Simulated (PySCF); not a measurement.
A geometry optimisation, step by step.

Compound: 1,2-dichloroethane, C2H4Cl2.
Atom-mapped SMILES: `[Cl:1][CH2:2][CH2:3][Cl:4]` (hydrogens: H5, H6 on C2; H7, H8 on C3)

Method: PBE0-D3(BJ)/def2-TZVP geometry optimisation, gas phase in PySCF 2.14.0; density fitting, grid level 2; the optimiser is geomeTRIC in internal coordinates, started from a GFN2-xTB structure with every atom displaced at random (about 0.01 Å). The frame can shift and turn from step to step; on so coarse a grid that alone can change the energy by a few meV, and forces under 0.02 eV/Å are noise.

Step 0: E = -27175.6222 eV, largest atomic force 1.084 eV/Å
```
atom  x, y, z in Å  |  force x, y, z in eV/Å
Cl1    -1.893    0.901    0.340   -0.505   0.504   0.087
C2     -0.687   -0.330    0.023    0.310  -0.271  -0.442
C3      0.664    0.325   -0.039    0.959  -0.130   0.489
Cl4     1.951   -0.920   -0.351   -0.473   0.298   0.060
H5     -0.936   -0.809   -0.932    0.081   0.040   0.293
H6     -0.746   -1.047    0.833    0.081  -0.218   0.036
H7      0.751    1.053   -0.839   -0.146   0.021  -0.101
H8      0.951    0.807    0.912   -0.306  -0.243  -0.423
```

Step 1: E = -27175.6218 eV, largest atomic force 0.324 eV/Å
```
atom  x, y, z in Å  |  force x, y, z in eV/Å
Cl1    -1.630    1.208    0.813    0.229  -0.054   0.049
C2     -0.675   -0.186    0.227   -0.217   0.126   0.100
C3      0.717    0.212   -0.188   -0.005  -0.013   0.012
Cl4     1.399   -1.200   -1.024    0.285  -0.142  -0.061
H5     -1.219   -0.585   -0.625    0.018  -0.038  -0.022
H6     -0.647   -0.933    1.018   -0.048   0.024   0.023
H7      0.703    1.027   -0.906   -0.007   0.106   0.026
H8      1.380    0.456    0.649   -0.255  -0.010  -0.128
```

Step 2: E = -27175.6498 eV, largest atomic force 0.104 eV/Å
```
atom  x, y, z in Å  |  force x, y, z in eV/Å
Cl1    -1.570    1.227    0.840    0.099  -0.025  -0.001
C2     -0.687   -0.193    0.219   -0.043  -0.004  -0.024
C3      0.705    0.199   -0.205    0.023  -0.078  -0.013
Cl4     1.475   -1.197   -1.012   -0.030   0.084   0.054
H5     -1.250   -0.584   -0.626   -0.033   0.008  -0.004
H6     -0.666   -0.936    1.015    0.005  -0.016  -0.021
H7      0.691    1.026   -0.912   -0.014  -0.026  -0.023
H8      1.329    0.459    0.647   -0.006   0.057   0.031
```

Step 3: E = -27175.6543 eV, largest atomic force 0.065 eV/Å
```
atom  x, y, z in Å  |  force x, y, z in eV/Å
Cl1    -1.534    1.231    0.854   -0.018   0.014   0.017
C2     -0.691   -0.199    0.213    0.010  -0.009   0.008
C3      0.701    0.196   -0.208    0.036  -0.051  -0.017
Cl4     1.496   -1.192   -0.996   -0.017   0.019   0.020
H5     -1.266   -0.579   -0.630   -0.010   0.036   0.001
H6     -0.671   -0.946    1.004    0.005  -0.032  -0.024
H7      0.681    1.018   -0.920   -0.004  -0.023  -0.024
H8      1.311    0.472    0.649   -0.004   0.047   0.018
```

Step 4: E = -27175.6564 eV, largest atomic force 0.039 eV/Å
```
atom  x, y, z in Å  |  force x, y, z in eV/Å
Cl1    -1.519    1.230    0.873   -0.035   0.009   0.015
C2     -0.692   -0.201    0.210    0.031  -0.013   0.020
C3      0.700    0.194   -0.210    0.014  -0.001   0.006
Cl4     1.508   -1.195   -0.979   -0.008  -0.012   0.009
H5     -1.275   -0.566   -0.634   -0.006   0.034  -0.004
H6     -0.673   -0.957    0.991    0.002  -0.023  -0.020
H7      0.677    1.007   -0.933    0.004  -0.016  -0.020
H8      1.301    0.488    0.648   -0.002   0.023  -0.005
```

Step 5: E = -27175.6586 eV, largest atomic force 0.064 eV/Å
```
atom  x, y, z in Å  |  force x, y, z in eV/Å
Cl1    -1.506    1.221    0.908   -0.025  -0.001   0.006
C2     -0.693   -0.200    0.206    0.026  -0.006   0.015
C3      0.700    0.194   -0.214   -0.027   0.052   0.026
Cl4     1.519   -1.205   -0.946    0.012  -0.040  -0.009
H5     -1.286   -0.539   -0.641    0.001   0.014  -0.006
H6     -0.673   -0.977    0.968    0.002  -0.004  -0.009
H7      0.675    0.990   -0.956    0.007  -0.008  -0.009
H8      1.291    0.516    0.641    0.004  -0.008  -0.015
```

Step 6: E = -27175.6591 eV, largest atomic force 0.049 eV/Å
```
atom  x, y, z in Å  |  force x, y, z in eV/Å
Cl1    -1.508    1.215    0.921   -0.005  -0.004   0.001
C2     -0.692   -0.198    0.206    0.009  -0.001   0.004
C3      0.700    0.195   -0.215   -0.023   0.039   0.018
Cl4     1.519   -1.211   -0.934    0.010  -0.023  -0.008
H5     -1.287   -0.528   -0.644    0.002   0.002  -0.002
H6     -0.671   -0.983    0.960    0.001   0.000  -0.002
H7      0.676    0.984   -0.965    0.004  -0.005  -0.004
H8      1.291    0.525    0.637    0.003  -0.010  -0.008
```

Step 7: E = -27175.6591 eV, largest atomic force under 0.02 eV/Å
```
atom  x, y, z in Å  |  force x, y, z in eV/Å
Cl1    -1.510    1.213    0.924    0.002  -0.001   0.000
C2     -0.692   -0.198    0.206    0.000   0.001  -0.001
C3      0.699    0.197   -0.215   -0.008   0.013   0.006
Cl4     1.517   -1.213   -0.932    0.004  -0.006  -0.004
H5     -1.286   -0.525   -0.645    0.000  -0.001   0.000
H6     -0.670   -0.984    0.958    0.000   0.000   0.000
H7      0.677    0.984   -0.967    0.001  -0.002  -0.001
H8      1.292    0.526    0.636    0.001  -0.004  -0.001
```

**Question.** Summarise the path.

**Answer.** The energy falls by 3.56 kJ/mol from step 0 to step 7; nine tenths of that is first reached at step 4. It rises by more than 0.2 meV at step 1. The largest force goes from 1.084 to under 0.02 eV/Å. Among the bonds C3–Cl4 changes most, from 1.817 to 1.781 Å; the atoms move by 0.021 Å rms after alignment.

**Question.** Follow the three bonds and two angles with the largest change from start to end.

**Answer.** 
| step | E above end (kJ/mol) | largest force (eV/Å) | C3–Cl4 (Å) | Cl1–C2 (Å) | C3–H8 (Å) | Cl4–C3–H8 (°) | C2–C3–H7 (°) |
| --- | --- | --- | --- | --- | --- | --- | --- |
| 0 | 3.56 | 1.084 | 1.817 | 1.752 | 1.105 | 105.2 | 113.3 |
| 1 | 3.60 | 0.324 | 1.777 | 1.789 | 1.095 | 107.7 | 111.6 |
| 2 | 0.90 | 0.104 | 1.787 | 1.784 | 1.087 | 107.0 | 111.6 |
| 3 | 0.47 | 0.065 | 1.783 | 1.780 | 1.088 | 107.2 | 111.4 |
| 4 | 0.26 | 0.039 | 1.781 | 1.780 | 1.088 | 107.5 | 111.2 |
| 5 | 0.05 | 0.064 | 1.779 | 1.781 | 1.089 | 107.8 | 111.1 |
| 6 | 0.01 | 0.049 | 1.780 | 1.781 | 1.089 | 107.8 | 111.2 |
| 7 | 0.00 | under 0.02 | 1.781 | 1.781 | 1.088 | 107.7 | 111.3 |

What follows is the cost of the whole optimisation. Time: 1.7 min of wall time; peak memory 0.68 GiB. Hardware: an Arm Neoverse N1 with one thread, shared host with 64 logical CPUs at a one-minute load of 61.
